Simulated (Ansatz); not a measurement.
Cartesian coordinates (Å):
```xyz
1

F      0.0000     0.0000     0.0000
```
Charge 0, spin multiplicity 2.

Method: frozen-core CCSD(T)/cc-pVTZ (Ansatz, a first-principles code).

The HF energy comes out as -99.40552 Ha and the MP2 correlation energy is -0.19983 Ha.

### Question
Estimate the CCSD correlation energy, the (T) correction, the total energy and the T1 diagnostic.

### Answer

```json
{
 "CCSD correlation energy": "-0.21125 Ha",
 "(T) correction": "-0.00359 Ha",
 "CCSD(T) total energy": "-99.62036 Ha",
 "T1 diagnostic": "0.005"
}
```
